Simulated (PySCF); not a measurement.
Level of theory and gas-phase deprotonation enthalpies: methylene fluoride

Structure: `FCF` (CH2F2). Optimised structure (Å), atoms numbered from 1:
```
F    -1.0726   -0.7454   -0.0711
C     0.0015    0.0700    0.0009
F     1.1224   -0.6756   -0.1037
H     0.0001    0.5746    0.9810
H    -0.0334    0.7796   -0.8421
```

All levels share the PBE0-D3(BJ)/ma-def2-SVP structures and the PBE0-D3(BJ)/ma-def2-SVP thermal terms; only the single-point energies (PySCF) change. Values are gas-phase deprotonation enthalpies (298 K, kJ/mol).

deprotonation enthalpy (ΔH): the gap is larger than usual, and may come from another state, site, conformer or species, from the functional or basis, or from an outlying measurement.

Measured (NIST Chemistry WebBook): deprotonation enthalpy (ΔH) 1628 kJ/mol.

```tsv
level	C2	time
ωB97X-D3(BJ)/ma-def2-TZVP	1671	–
HSE06/ma-def2-TZVP (grid 2, diis space 4)	1672	8.1 s
BHandHLYP/ma-def2-TZVP	1681	1.8 s
```

Times are wall times for all single points of a level on 1 thread of Arm Neoverse V2, a shared host; the dash marks the run that also made the structures. HSE06 ran on a slower path of this set-up, which computes the density-fitting integrals anew in every SCF cycle while the other levels store them. This lengthens the times of such levels.

The spread: 10 kJ/mol, from 1671 to 1681.
